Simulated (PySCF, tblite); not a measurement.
# C₅H₅F: a rotation path, then NMR shifts and spin-spin couplings on frames, part 2 of 3

tblite 0.8.0 and PySCF 2.14.0. Atoms count from 0.

**6. Indirect couplings: image 2, B3LYP/pcJ-1**

The job: settings as JSON, then the geometry in Å.

```
{"job": {"kind": "j", "xc": "B3LYP", "basis": "pcJ-1"}, "charge": 0, "multiplicity": 1}
C      1.707700    -0.984100     0.445500
C      1.127200    -0.032000    -0.273200
F      1.888800     0.770400    -1.061000
C     -0.270200     0.259900    -0.326700
C     -1.358000     0.586600    -0.969200
C     -1.505500     0.457000     0.514700
H      1.115900    -1.648200     1.046600
H      2.772300    -1.131600     0.416500
H     -1.873300     0.768100    -1.878700
H     -2.015500    -0.398500     0.941200
H     -1.583900     1.355000     1.118300
```

With the program's defaults for keys left out, this is: B3LYP/pcJ-1 indirect spin-spin coupling, non-relativistic, gas phase.

The program printed:

```text
coarse grid: 9616 points
cycle   1  E = -293.1581616180  dE =  9.146e-01  |g| = 5.661e-01  |ddm| = 2.875e+00
cycle   2  E = -293.1042720679  dE =  5.389e-02  |g| = 7.999e-01  |ddm| = 9.787e-01
cycle   3  E = -293.2161367410  dE = -1.119e-01  |g| = 1.141e-01  |ddm| = 5.842e-01
cycle   4  E = -293.2185597760  dE = -2.423e-03  |g| = 6.141e-02  |ddm| = 1.478e-01
cycle   5  E = -293.2193935338  dE = -8.338e-04  |g| = 2.023e-02  |ddm| = 5.864e-02
cycle   6  E = -293.2194826313  dE = -8.910e-05  |g| = 3.953e-03  |ddm| = 1.874e-02
cycle   7  E = -293.2194857357  dE = -3.104e-06  |g| = 1.776e-03  |ddm| = 5.272e-03
final grid: 94504 points
cycle   8  E = -293.2714834405  dE = -1.204e-04  |g| = 5.744e-03  |ddm| = 1.855e-02
cycle   9  E = -293.2714763223  dE =  7.118e-06  |g| = 7.773e-03  |ddm| = 1.206e-02
cycle  10  E = -293.2714909278  dE = -1.461e-05  |g| = 1.255e-03  |ddm| = 7.721e-03
cycle  11  E = -293.2714912163  dE = -2.885e-07  |g| = 6.557e-04  |ddm| = 1.399e-03
cycle  12  E = -293.2714913130  dE = -9.675e-08  |g| = 2.400e-04  |ddm| = 6.405e-04
cycle  13  E = -293.2714913230  dE = -9.999e-09  |g| = 2.897e-05  |ddm| = 1.911e-04
cycle  14  E = -293.2714913232  dE = -1.274e-10  |g| = 1.790e-05  |ddm| = 4.110e-05
converged SCF energy = -293.2714913232

Indirect spin-spin couplings (Hz)
  i      j    bonds     total        FC       PSO       DSO        SD
  0 C    1 C    1     96.904   105.608    -8.941     0.237         -
  0 C    2 F    2     23.678    33.389   -22.333    -0.289    12.911
  0 C    3 C    2      9.568     9.572     0.014    -0.018         -
  0 C    4 C    3      5.100     4.674     0.519    -0.093         -
  0 C    5 C    3      0.768     0.832    -0.032    -0.032         -
  0 C    6 H    1    170.774   169.583     0.539     0.652         -
  0 C    7 H    1    169.875   168.710     0.506     0.659         -
  0 C    8 H    4     -0.871    -0.884     0.358    -0.344         -
  0 C   10 H    4      0.899     0.903     0.195    -0.198         -
  1 C    2 F    1   -324.031  -319.887    -7.600     0.846     2.611
  1 C    3 C    1    103.407   105.681    -2.611     0.337         -
  1 C    4 C    2     -4.695    -4.653     0.024    -0.067         -
  1 C    5 C    2      1.072     1.434    -0.333    -0.029         -
  1 C    6 H    2      9.459    11.131    -1.376    -0.296         -
  1 C    7 H    2     -7.749    -6.046    -1.352    -0.352         -
  1 C    8 H    3      2.214     2.188     0.332    -0.306         -
  1 C    9 H    3     -1.965    -1.855     0.058    -0.168         -
  1 C   10 H    3     -2.088    -2.045     0.100    -0.142         -
  2 F    3 C    2     35.453    38.632    -4.599     0.012     1.408
  2 F    4 C    3      2.904     4.880    -0.692    -0.160    -1.123
  2 F    5 C    3      2.260     2.588    -0.981    -0.297     0.950
  2 F    6 H    3     39.151    43.031    -2.336    -2.380     0.836
  2 F    7 H    3     11.450    17.055    -4.307    -0.313    -0.984
  2 F    8 H    4     -0.938    -0.036     0.698    -0.658    -0.941
  2 F    9 H    4      8.211     8.332     1.015    -1.355     0.219
  2 F   10 H    4     -0.205     0.121     0.870    -0.763    -0.434
  3 C    4 C    1     70.930    76.713    -5.984     0.201         -
  3 C    5 C    1     11.421    11.862    -0.631     0.190         -
  3 C    6 H    3      4.148     4.153    -0.117     0.112         -
  3 C    7 H    3      9.620     9.696     0.370    -0.446         -
  3 C    8 H    2      2.796     3.059     0.539    -0.803         -
  3 C    9 H    2     -0.973    -0.921     0.243    -0.295         -
  3 C   10 H    2     -0.815    -0.768     0.224    -0.271         -
  4 C    5 C    1     12.664    13.600    -1.079     0.144         -
  4 C    6 H    4     -0.666    -0.765     0.345    -0.246         -
  4 C    7 H    4      0.784     0.780     0.400    -0.395         -
  4 C    8 H    1    243.171   243.718    -1.289     0.741         -
  4 C    9 H    2     -2.347    -2.245     0.318    -0.420         -
  4 C   10 H    2     -2.075    -1.978     0.307    -0.404         -
  5 C    6 H    4     -0.316    -0.283    -0.101     0.068         -
  5 C    7 H    4     -0.437    -0.385     0.266    -0.317         -
  5 C    8 H    2      2.768     2.702     0.743    -0.677         -
  5 C    9 H    1    174.559   173.288     0.525     0.746         -
  5 C   10 H    1    174.381   173.115     0.519     0.748         -
  6 H    7 H    2     -4.233    -4.528     3.912    -3.617         -
  6 H    8 H    5      0.409     0.480     1.047    -1.118         -
  6 H   10 H    5     -0.694    -0.618     0.423    -0.498         -
  7 H    8 H    5      0.214     0.321     1.178    -1.285         -
  7 H   10 H    5     -0.746    -0.655     1.015    -1.106         -
  8 H    9 H    3     -1.337    -1.203     1.928    -2.061         -
  8 H   10 H    3     -1.164    -1.031     2.006    -2.140         -
  9 H   10 H    2      7.394     7.259     3.210    -3.075         -
```

Run time: 36 s. Hardware: 1 thread of Arm Neoverse N1, shared host; peak memory 0.87 GiB.

In short: J(C1,F2) -324.0 Hz, J(C4,H8) 243.2 Hz, J(C5,H9) 174.5 Hz (means over like pairs).

**7. NMR shieldings: image 4, PBE0/pcSseg-1**

The job: settings as JSON, then the geometry in Å.

```
{"job": {"kind": "nmr", "xc": "PBE0", "basis": "pcSseg-1", "pop": false}, "charge": 0, "multiplicity": 1}
C      1.722300    -1.111200     0.227700
C      1.139400     0.026300    -0.111200
F      1.895300     1.129900    -0.345900
C     -0.274700     0.253700    -0.248500
C     -1.380100     0.302500    -0.931600
C     -1.514900     0.684800     0.508900
H      1.133300    -1.990000     0.410400
H      2.791200    -1.182600     0.318700
H     -1.899600     0.173300    -1.848000
H     -1.971300    -0.009500     1.204900
H     -1.635600     1.725400     0.788500
```

With the program's defaults for keys left out, this is: GIAO PBE0/pcSseg-1 NMR shielding, non-relativistic, gas phase.

The program printed:

```text
coarse grid: 9616 points
cycle   1  E = -292.7959809460  dE =  9.860e-01  |g| = 5.164e-01  |ddm| = 3.036e+00
cycle   2  E = -292.7571616693  dE =  3.882e-02  |g| = 7.053e-01  |ddm| = 9.006e-01
cycle   3  E = -292.8467156313  dE = -8.955e-02  |g| = 1.025e-01  |ddm| = 5.493e-01
cycle   4  E = -292.8488877523  dE = -2.172e-03  |g| = 4.981e-02  |ddm| = 1.380e-01
cycle   5  E = -292.8494395472  dE = -5.518e-04  |g| = 1.417e-02  |ddm| = 5.135e-02
cycle   6  E = -292.8494838103  dE = -4.426e-05  |g| = 2.659e-03  |ddm| = 1.610e-02
cycle   7  E = -292.8494854085  dE = -1.598e-06  |g| = 6.653e-04  |ddm| = 4.032e-03
final grid: 94504 points
cycle   8  E = -292.8936131718  dE = -2.852e-05  |g| = 6.671e-03  |ddm| = 2.686e-02
cycle   9  E = -292.8936097986  dE =  3.373e-06  |g| = 8.273e-03  |ddm| = 1.398e-02
cycle  10  E = -292.8936239372  dE = -1.414e-05  |g| = 1.253e-03  |ddm| = 7.704e-03
cycle  11  E = -292.8936241900  dE = -2.528e-07  |g| = 2.256e-04  |ddm| = 1.221e-03
cycle  12  E = -292.8936241959  dE = -5.913e-09  |g| = 1.524e-04  |ddm| = 3.661e-04
cycle  13  E = -292.8936242015  dE = -5.577e-09  |g| = 2.737e-05  |ddm| = 1.663e-04
cycle  14  E = -292.8936242017  dE = -1.484e-10  |g| = 1.162e-05  |ddm| = 3.155e-05
converged SCF energy = -292.8936242017

GIAO shielding tensors (ppm)
atom      isotropic    diamagn.    paramagn.     s11        s22        s33       span
  0 C       86.342     258.084    -171.742    -14.897    111.762    162.162    177.060
  1 C       19.008     245.751    -226.744    -90.109     66.670     80.462    170.572
  2 F      261.193     473.390    -212.197    168.538    281.661    333.380    164.842
  3 C       63.451     255.733    -192.282    -79.899     99.172    171.079    250.978
  4 C       64.024     254.822    -190.797    -72.112     86.811    177.374    249.486
  5 C      172.171     248.353     -76.182    133.179    149.979    233.356    100.177
  6 H       26.988      31.676      -4.688     24.488     25.811     30.665      6.177
  7 H       26.468      28.943      -2.475     23.258     25.388     30.757      7.500
  8 H       24.314      32.381      -8.067     20.315     25.152     27.475      7.160
  9 H       30.365      30.171       0.194     25.168     27.500     38.428     13.259
 10 H       30.239      29.967       0.271     25.050     27.313     38.354     13.304
```

It took 12 s on 1 thread of Arm Neoverse N1, shared host; peak memory 0.65 GiB.

Key values: δ C1 167.9, C3 123.5, C4 122.9, C0 100.6, H8 7.40, H7 5.25 ppm.

**8. Spin-spin couplings: image 4, B3LYP/pcJ-1**

Settings changed since step 7:

```diff
@@ -1,2 +1,2 @@
-{"job": {"kind": "nmr", "xc": "PBE0", "basis": "pcSseg-1", "pop": false}, "charge": 0, "multiplicity": 1}
+{"job": {"kind": "j", "xc": "B3LYP", "basis": "pcJ-1"}, "charge": 0, "multiplicity": 1}
 C      1.722300    -1.111200     0.227700
```

Level: B3LYP/pcJ-1 indirect spin-spin coupling, non-relativistic, gas phase.

The program printed:

```text
coarse grid: 9616 points
cycle   1  E = -293.1507964004  dE =  9.133e-01  |g| = 5.734e-01  |ddm| = 2.859e+00
cycle   2  E = -293.0917637286  dE =  5.903e-02  |g| = 8.180e-01  |ddm| = 9.969e-01
cycle   3  E = -293.2099215790  dE = -1.182e-01  |g| = 1.262e-01  |ddm| = 6.097e-01
cycle   4  E = -293.2129201043  dE = -2.999e-03  |g| = 6.832e-02  |ddm| = 1.574e-01
cycle   5  E = -293.2139513224  dE = -1.031e-03  |g| = 2.122e-02  |ddm| = 6.186e-02
cycle   6  E = -293.2140483945  dE = -9.707e-05  |g| = 3.329e-03  |ddm| = 1.901e-02
cycle   7  E = -293.2140507065  dE = -2.312e-06  |g| = 9.859e-04  |ddm| = 4.444e-03
final grid: 94504 points
cycle   8  E = -293.2675119075  dE = -1.222e-04  |g| = 6.296e-03  |ddm| = 1.886e-02
cycle   9  E = -293.2675059333  dE =  5.974e-06  |g| = 8.692e-03  |ddm| = 1.189e-02
cycle  10  E = -293.2675198659  dE = -1.393e-05  |g| = 1.086e-03  |ddm| = 7.411e-03
cycle  11  E = -293.2675200149  dE = -1.491e-07  |g| = 4.861e-04  |ddm| = 1.352e-03
cycle  12  E = -293.2675200572  dE = -4.232e-08  |g| = 1.225e-04  |ddm| = 4.738e-04
cycle  13  E = -293.2675200610  dE = -3.787e-09  |g| = 2.298e-05  |ddm| = 1.196e-04
cycle  14  E = -293.2675200611  dE = -9.868e-11  |g| = 1.156e-05  |ddm| = 2.422e-05
converged SCF energy = -293.2675200611

Indirect spin-spin couplings (Hz)
  i      j    bonds     total        FC       PSO       DSO        SD
  0 C    1 C    1     97.034   105.816    -9.019     0.237         -
  0 C    2 F    2     23.083    34.186   -22.636    -0.295    11.827
  0 C    3 C    2      9.822     9.906    -0.068    -0.017         -
  0 C    4 C    3      3.181     3.078     0.176    -0.072         -
  0 C    5 C    3      1.652     1.715    -0.010    -0.053         -
  0 C    6 H    1    170.487   169.213     0.617     0.658         -
  0 C    7 H    1    168.983   167.742     0.572     0.668         -
  0 C    8 H    4     -0.294    -0.280     0.253    -0.267         -
  0 C    9 H    4      0.151     0.229     0.025    -0.102         -
  0 C   10 H    4      0.237     0.242     0.291    -0.296         -
  1 C    2 F    1   -322.001  -318.602    -6.774     0.841     2.533
  1 C    3 C    1    102.198   103.942    -2.080     0.335         -
  1 C    4 C    2     -1.741    -1.702     0.025    -0.065         -
  1 C    5 C    2     -1.722    -1.372    -0.322    -0.027         -
  1 C    6 H    2     10.411    12.088    -1.374    -0.303         -
  1 C    7 H    2     -7.718    -5.980    -1.380    -0.358         -
  1 C    8 H    3     -0.046    -0.107     0.347    -0.286         -
  1 C    9 H    3     -1.306    -1.247     0.089    -0.148         -
  1 C   10 H    3     -0.344    -0.290     0.107    -0.161         -
  2 F    3 C    2     32.015    37.085    -5.265     0.023     0.171
  2 F    4 C    3      6.545     8.682    -0.895    -0.254    -0.989
  2 F    5 C    3     -4.577    -4.382    -0.520    -0.185     0.510
  2 F    6 H    3     39.264    43.007    -2.385    -2.390     1.032
  2 F    7 H    3     10.696    16.257    -4.365    -0.324    -0.872
  2 F    8 H    4     -8.546    -7.629     0.917    -1.009    -0.824
  2 F    9 H    4      7.551     7.642     1.199    -1.185    -0.105
  2 F   10 H    4      7.880     7.934     0.387    -0.283    -0.159
  3 C    4 C    1     72.627    78.581    -6.152     0.198         -
  3 C    5 C    1      9.944    10.354    -0.597     0.186         -
  3 C    6 H    3      3.464     3.459    -0.114     0.119         -
  3 C    7 H    3      9.144     9.217     0.370    -0.443         -
  3 C    8 H    2      3.527     3.846     0.491    -0.810         -
  3 C    9 H    2     -0.890    -0.828     0.216    -0.278         -
  3 C   10 H    2     -1.273    -1.218     0.228    -0.283         -
  4 C    5 C    1     12.071    13.013    -1.086     0.144         -
  4 C    6 H    4     -0.726    -0.745     0.133    -0.114         -
  4 C    8 H    1    240.406   240.950    -1.284     0.740         -
  4 C    9 H    2     -1.849    -1.734     0.296    -0.411         -
  4 C   10 H    2     -1.779    -1.668     0.306    -0.418         -
  5 C    6 H    4     -1.399    -1.360     0.039    -0.078         -
  5 C    7 H    4     -1.552    -1.495     0.264    -0.321         -
  5 C    8 H    2      2.477     2.402     0.755    -0.680         -
  5 C    9 H    1    174.977   173.724     0.513     0.740         -
  5 C   10 H    1    175.970   174.753     0.478     0.739         -
  6 H    7 H    2     -4.358    -4.657     3.921    -3.622         -
  6 H    8 H    5     -0.734    -0.666     0.575    -0.644         -
  6 H    9 H    5      0.218     0.258    -0.329     0.289         -
  7 H    8 H    5     -1.302    -1.211     1.128    -1.220         -
  7 H    9 H    5      0.447     0.547     0.901    -1.001         -
  7 H   10 H    5      0.290     0.386     1.074    -1.169         -
  8 H    9 H    3     -1.521    -1.390     1.974    -2.105         -
  8 H   10 H    3     -1.513    -1.382     1.986    -2.117         -
  9 H   10 H    2      8.085     7.953     3.220    -3.087         -
```

Run time: 35 s. Hardware: 1 thread of Arm Neoverse N1, shared host; peak memory 0.87 GiB.

Key values: J(C1,F2) -322.0 Hz, J(C4,H8) 240.4 Hz, J(C5,H9) 175.5 Hz (means over like pairs).

**9. Nuclear shieldings: image 6, PBE0/pcSseg-1**

The job: settings as JSON, then the geometry in Å.

```
{"job": {"kind": "nmr", "xc": "PBE0", "basis": "pcSseg-1", "pop": false}, "charge": 0, "multiplicity": 1}
C      1.762100    -1.138000    -0.019100
C      1.113700     0.015200     0.082200
F      1.790000     1.131300     0.451000
C     -0.283900     0.221600    -0.126200
C     -1.392600     0.040200    -0.790300
C     -1.515400     0.891700     0.433900
H      1.237100    -2.032400    -0.294500
H      2.814600    -1.201300     0.190500
H     -1.907100    -0.357900    -1.628300
H     -1.972800     0.466900     1.320800
H     -1.640200     1.965400     0.354000
```

Level: GIAO PBE0/pcSseg-1 NMR shielding, non-relativistic, gas phase.

The program printed:

```text
coarse grid: 9616 points
cycle   1  E = -292.8029654350  dE =  9.889e-01  |g| = 5.089e-01  |ddm| = 3.055e+00
cycle   2  E = -292.7686976525  dE =  3.427e-02  |g| = 6.857e-01  |ddm| = 8.653e-01
cycle   3  E = -292.8524550953  dE = -8.376e-02  |g| = 9.336e-02  |ddm| = 5.180e-01
cycle   4  E = -292.8542263601  dE = -1.771e-03  |g| = 4.563e-02  |ddm| = 1.264e-01
cycle   5  E = -292.8546891141  dE = -4.628e-04  |g| = 1.423e-02  |ddm| = 4.909e-02
cycle   6  E = -292.8547337383  dE = -4.462e-05  |g| = 2.947e-03  |ddm| = 1.741e-02
cycle   7  E = -292.8547357351  dE = -1.997e-06  |g| = 8.875e-04  |ddm| = 4.313e-03
final grid: 94504 points
cycle   8  E = -292.8986663073  dE = -2.822e-05  |g| = 6.465e-03  |ddm| = 3.045e-02
cycle   9  E = -292.8986634380  dE =  2.869e-06  |g| = 7.839e-03  |ddm| = 1.374e-02
cycle  10  E = -292.8986766506  dE = -1.321e-05  |g| = 1.127e-03  |ddm| = 7.248e-03
cycle  11  E = -292.8986768528  dE = -2.021e-07  |g| = 2.063e-04  |ddm| = 9.638e-04
cycle  12  E = -292.8986768570  dE = -4.196e-09  |g| = 1.400e-04  |ddm| = 3.323e-04
cycle  13  E = -292.8986768618  dE = -4.799e-09  |g| = 2.465e-05  |ddm| = 1.550e-04
cycle  14  E = -292.8986768619  dE = -1.218e-10  |g| = 9.125e-06  |ddm| = 2.569e-05
converged SCF energy = -292.8986768619

GIAO shielding tensors (ppm)
atom      isotropic    diamagn.    paramagn.     s11        s22        s33       span
  0 C       82.628     258.328    -175.700    -14.944    104.298    158.531    173.476
  1 C       19.188     246.179    -226.991    -81.488     62.979     76.072    157.560
  2 F      273.131     474.368    -201.237    169.948    293.558    355.886    185.938
  3 C       64.819     254.778    -189.959    -74.358     98.351    170.463    244.821
  4 C       67.744     254.747    -187.003    -65.856     88.896    180.192    246.048
  5 C      174.075     249.073     -74.998    135.473    150.857    235.894    100.420
  6 H       26.645      31.712      -5.067     24.301     25.393     30.241      5.940
  7 H       26.504      28.909      -2.405     23.687     25.116     30.710      7.023
  8 H       24.397      32.553      -8.156     20.623     25.018     27.549      6.926
  9 H       30.351      30.012       0.339     25.064     27.258     38.730     13.666
 10 H       30.220      29.975       0.244     25.318     26.931     38.409     13.091
```

Run time: 12 s. Hardware: 1 thread of Arm Neoverse N1, shared host; peak memory 0.65 GiB.

In short: δ C1 167.7, C3 122.1, C4 119.2, C0 104.3, H8 7.32, H7 5.21 ppm.

(Part 2 of 3 ends here.)
